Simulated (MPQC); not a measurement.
# BOF (fluoro(oxo)borane) at 6 levels

Aim: a comparison of 6 runs (HF/STO-3G, BP86/cc-pVDZ, PBE0/6-31G**, PBE0/def2-SVP, MP2/6-31G*, MP2/6-31+G*) of BOF (fluoro(oxo)borane). 

The calculation is run with MPQC 2.3.1.

2 further runs of the same task are left out: 1 that didn't finish, 1 set aside as unsound or not needed.

## (1) The structure to begin with

The species is BOF (3 atoms), meant as a singlet with charge 0. As SMILES, `O=BF`. The coordinates come from a PBE0-D4/def2-TZVP relaxation.

Bond lengths: O1–B2 1.206 Å, B2–F3 1.282 Å. Angles: O1–B2–F3 180.0°.

## (2) Energy and forces at HF/STO-3G (run 1)

File job.in:

```
molecule<Molecule>: (
    symmetry = c1
    unit = angstrom
    { atoms geometry } = {
        O  [ 0.983100    -0.565100     0.479900 ]
        B  [ 0.020300    -0.011600     0.009900 ]
        F  [ -1.003400     0.576800    -0.489800 ]
    }
)
basis<GaussianBasisSet>: (
    name = "STO-3G"
    molecule = $:molecule
    basisdir = "."
    puream = yes
)
mpqc: (
    checkpoint = no
    savestate = no
    restart = no
    do_energy = yes
    do_gradient = yes
    optimize = no
    mole<CLHF>: (
        molecule = $:molecule
        basis = $:basis
        total_charge = 0
        memory = 1000000000
        print_evals = yes
        print_npa = yes
        maxiter = 120
        value_accuracy = 1e-08
        guess_wavefunction<CLHF>: (
            molecule = $:molecule
            total_charge = 0
            memory = 1000000000
            value_accuracy = 1e-3
            basis<GaussianBasisSet>: (
                name = "STO-2G"
                molecule = $:molecule
            )
        )
    )
)
```

The basis set STO-3G is read from a file made from the Basis Set Exchange's data (not shown).

On the command line:

```console
mpqc job.in > job.out
```

The log of the run:

```text
MPQC: Massively Parallel Quantum Chemistry
[...]
  LUMO is    12   A =   0.389536
  total scf energy = -196.3278402748
[...]
Value of the MolecularEnergy: -196.3278402748
  Gradient of the MolecularEnergy:
      1    0.0303213051
      2   -0.0174349497
      3    0.0148025925
      4   -0.0415547649
      5    0.0238951383
      6   -0.0202868970
      7    0.0112334598
      8   -0.0064601885
      9    0.0054843045
  Function Parameters:
    value_accuracy    = 2.745839e-09 (1.000000e-08) (computed)
[...]
      symmetry = c1
[...]
```

It took 0.16 s on 1 thread of Arm Neoverse N1, shared host.

## (3) Energy and forces at BP86/cc-pVDZ (run 2)

Changes to job.in since step 2:

```diff
@@ -1 +1,2 @@
+% emacs should use -*- KeyVal -*- mode
 molecule<Molecule>: (
@@ -4,5 +5,5 @@
     { atoms geometry } = {
-        O  [ 0.983100    -0.565100     0.479900 ]
-        B  [ 0.020300    -0.011600     0.009900 ]
-        F  [ -1.003400     0.576800    -0.489800 ]
+        O  [ 0.983100 -0.565100 0.479900 ]
+        B  [ 0.020300 -0.011600 0.009900 ]
+        F  [ -1.003400 0.576800 -0.489800 ]
     }
@@ -10,3 +11,3 @@
 basis<GaussianBasisSet>: (
-    name = "STO-3G"
+    name = "cc-pVDZ"
     molecule = $:molecule
@@ -22,3 +23,3 @@
     optimize = no
-    mole<CLHF>: (
+    mole<CLKS>: (
         molecule = $:molecule
@@ -31,2 +32,4 @@
         value_accuracy = 1e-08
+        functional<StdDenFunctional>: ( name = "BP86" )
+        integrator<RadialAngularIntegrator>: ( grid = xfine )
         guess_wavefunction<CLHF>: (
```

The basis set cc-pVDZ is read from a file made from the Basis Set Exchange's data (not shown).

On the command line:

```console
mpqc job.in > job.out
```

The log of the run:

```text
MPQC: Massively Parallel Quantum Chemistry
[...]
  Integrated electron density error = -0.001880055647
  iter     1 energy = -199.6602048371 delta = 2.31391e-01
  Integrated electron density error = 0.000402012749
  iter     2 energy = -199.9168393101 delta = 8.43493e-02
[...]
  Integrated electron density error = -0.000001473650
  iter    11 energy = -200.0032669395 delta = 6.17772e-07
  Integrated electron density error = -0.000001473650
  iter    12 energy = -200.0032669395 delta = 1.60608e-07
  Integrated electron density error = -0.000001473650
  iter    13 energy = -200.0032669395 delta = 1.91739e-08
[...]
  LUMO is    12   A =  -0.017996
  total scf energy = -200.0032669395
[...]
  Integrated electron density error = -0.000001473725
  Total Gradient:
[...]
Value of the MolecularEnergy: -200.0032669395
  Gradient of the MolecularEnergy:
      1   -0.0231679983
      2    0.0133146626
      3   -0.0112985523
      4    0.0043194930
      5   -0.0024805676
      6    0.0020963459
      7    0.0188485053
      8   -0.0108340949
      9    0.0092022063
  Closed Shell Kohn-Sham (CLKS) Parameters:
    Function Parameters:
[...]
        symmetry = c1
[...]
```

It took 14 s on 1 thread of Arm Neoverse N1, shared host.

Runs 3 to 4 aren't shown in full; the table further down has their settings and results.

## (4) Energy and gradient at MP2/6-31G(d) (spherical functions) (run 5)

File input.in:

```
% BFO
molecule<Molecule>: (
    symmetry = c1
    unit = bohr
    { atoms geometry } = {
        O  [ 1.85778975    -1.06788423     0.90687957 ]
        B  [ 0.03836144    -0.02192082     0.01870829 ]
        F  [ -1.89615119     1.08999403    -0.92558786 ]
    }
)
basis<GaussianBasisSet>: (
    name = "6-31G*"
    molecule = $:molecule
    basisdir = "."
    puream = yes
)
mpqc: (
    checkpoint = no
    savestate = no
    restart = no
    do_energy = yes
    do_gradient = yes
    optimize = no
    mole<MBPT2>: (
        molecule = $:molecule
        basis = $:basis
        memory = 1000000000
        method = mp
        nfzc = 3
        reference<CLHF>: (
            molecule = $:molecule
            basis = $:basis
            total_charge = 0
            memory = 1000000000
            print_evals = yes
            maxiter = 120
            value_accuracy = 1e-08
            guess_wavefunction<CLHF>: (
                molecule = $:molecule
                total_charge = 0
                memory = 1000000000
                value_accuracy = 1e-3
                basis<GaussianBasisSet>: (
                    name = "STO-3G"
                    molecule = $:molecule
                )
            )
        )
    )
)
```

The basis set 6-31G* is read from a file made from the Basis Set Exchange's data (not shown).

On the command line:

```console
mpqc -o input.out input.in
```

The log of the run:

```text
MPQC: Massively Parallel Quantum Chemistry
[...]
  LUMO is    12   A =   0.174257
  total scf energy = -199.0734698117
[...]
  MP2 correlation energy [au]:         -0.419695361428
  MP2 energy [au]:                   -199.493165173170
[...]
Value of the MolecularEnergy: -199.4931651732
  Gradient of the MolecularEnergy:
      1   -0.0252079712
      2    0.0144875745
      3   -0.0123044316
      4    0.0092640828
      5   -0.0053194986
      6    0.0045207050
      7    0.0159438884
      8   -0.0091680759
      9    0.0077837265
[...]
        symmetry = c1
[...]
```

It took 2.8 s on 1 thread of Arm Neoverse N1, shared host; peak memory 0.093 GiB.

## (5) A single-point energy at MP2/6-31+G(d) (spherical functions) (run 6)

File run.in:

```
% BFO
molecule<Molecule>: (
    symmetry = auto
    unit = bohr
    { atoms geometry } = {
        O  [ 1.85778975  -1.06788423   0.90687957 ]
        B  [ 0.03836144  -0.02192082   0.01870829 ]
        F  [ -1.89615119   1.08999403  -0.92558786 ]
    }
)
basis<GaussianBasisSet>: (
    name = "6-31+G*"
    molecule = $:molecule
    basisdir = "."
    puream = yes
)
mpqc: (
    checkpoint = no
    savestate = no
    restart = no
    do_energy = yes
    do_gradient = no
    optimize = no
    mole<MBPT2>: (
        molecule = $:molecule
        basis = $:basis
        memory = 1000000000
        method = mp
        nfzc = 3
        reference<CLHF>: (
            molecule = $:molecule
            basis = $:basis
            total_charge = 0
            memory = 1000000000
            print_evals = yes
            maxiter = 60
            guess_wavefunction<CLHF>: (
                molecule = $:molecule
                total_charge = 0
                memory = 1000000000
                value_accuracy = 1e-3
                basis<GaussianBasisSet>: (
                    name = "STO-2G"
                    molecule = $:molecule
                )
            )
        )
    )
)
```

The basis set 6-31+G* is read from a file made from the Basis Set Exchange's data (not shown).

On the command line:

```console
mpqc run.in > run.out
```

The log of the run:

```text
MPQC: Massively Parallel Quantum Chemistry
[...]
  LUMO is     8  A1 =   0.035701
  total scf energy = -199.0834791284
[...]
  MP2 correlation energy [au]:         -0.426082948090
  MP2 energy [au]:                   -199.509562076443
Value of the MolecularEnergy: -199.5095620764
[...]
        symmetry = c2v
[...]
```

Wall time 3.3 s (1 thread of Arm Neoverse N1, shared host); peak memory 0.14 GiB.

## (6) The series

```csv
run,level,integration grid,starting guess,energy (Eh),HOMO energy (eV),LUMO energy (eV),HOMO–LUMO gap (eV),wall time
1,HF/STO-3G,–,STO-2G,-196.327840,-10.65,10.60,21.25,0.16 s
2,BP86/cc-pVDZ,xfine,STO-2G,-200.003267,-8.46,-0.49,7.97,14 s
3,PBE0/6-31G** (spherical functions),xfine,STO-2G,-199.784082,-9.90,0.99,10.89,12 s
4,PBE0/def2-SVP,xfine,STO-3G,-199.638296,-10.11,0.16,10.27,11 s
5,MP2/6-31G* (spherical functions),–,STO-3G,-199.493165,-14.01,4.74,18.75,2.8 s
6,MP2/6-31+G* (spherical functions),–,STO-2G,-199.509562,-14.34,0.97,15.31,3.3 s
```

## (7) Summary of results

```
                                          quantity          value
                               run 6: total energy  -199.50956 Eh
        run 6: HOMO energy (Hartree–Fock orbitals)      -14.34 eV
        run 6: LUMO energy (Hartree–Fock orbitals)        0.97 eV
      run 6: HOMO–LUMO gap (Hartree–Fock orbitals)       15.31 eV
run 6: correlation energy (3 core orbitals frozen)     -426.1 mEh
```

In words: Over runs 1, 2, 3, 4 the HOMO–LUMO gap runs from 7.97 eV (BP86/cc-pVDZ) to 21.25 eV (HF/STO-3G). The two ends differ in method and basis. Totals of different functionals can't be ranked against each other. In run 1 the basis is minimal, so the values are rough. All runs together took 43 s, the longest 14 s.
